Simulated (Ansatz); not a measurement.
# PH₄ (doublet): the correlation ladder, def2-QZVPP

One table from this session's results is given with a row withheld; the runs are named, their logs left out.

Program: Ansatz 0.2.0, Gaussian basis. Level of theory: def2-QZVPP, core rule «outside noble gas», up to 5 orbitals frozen. These are calculated values, not measurements.

To be run: UHF; ROHF; CCSD(T) on UHF.

2 further runs of the same task are left out: 2 set aside as unsound or not needed.

### The system

The geometry is a PBE0/def2-TZVP stationary point (not a proven minimum).

5 atoms, charge 0, spin multiplicity 2.

Atoms are counted from 1 here; the program's logs count them from 0.

Bond lengths: P1–H2 1.519 Å, P1–H3 1.410 Å, P1–H4 1.410 Å, P1–H5 1.519 Å. Angles: H2–P1–H3 92.8°, H2–P1–H4 92.8°, H2–P1–H5 171.2°, H3–P1–H4 99.8°, H3–P1–H5 92.8°, H4–P1–H5 92.8°.

The first run:

in.yaml

```yaml
crystal:
  periodic: [false, false, false]
  atoms:
    - {symbol: P, position_ang: [0.045627, 0.000000, 0.000000]}
    - {symbol: H, position_ang: [0.161577, 0.000000, -1.514668]}
    - {symbol: H, position_ang: [-0.862630, 1.078238, 0.000000]}
    - {symbol: H, position_ang: [-0.862630, -1.078238, 0.000000]}
    - {symbol: H, position_ang: [0.161577, 0.000000, 1.514668]}
basis:
  gaussian: {orbitals: "def2-QZVPP.json"}
magnetization: {spin_polarized: true, initial_magnetization: 1}
hamiltonian: {xc: hf}
output: {orbitals: {seedname: orbitals}}
```

On the command line:

```console
ansatz run in.yaml --threads 1 --pin off --events-out ev --progress --plain --max-ram 2393MiB
```

Among the steps run: UHF; ROHF; CCSD(T) on UHF.

One table of the session follows, with a row left open; its other results are not shown here.

```
  method  from UCCSD(T) (kJ/mol)
    ROHF                  +629.4
     UHF                       ?
    UMP2                  +100.2
   UCCSD                   +21.1
UCCSD(T)                       0
```

Q: Estimate the row for UHF from the others.

The run gave: from UCCSD(T) (kJ/mol): +608.6. In the column «from UCCSD(T) (kJ/mol)» it lies between UMP2 (+100.2) and ROHF (+629.4).
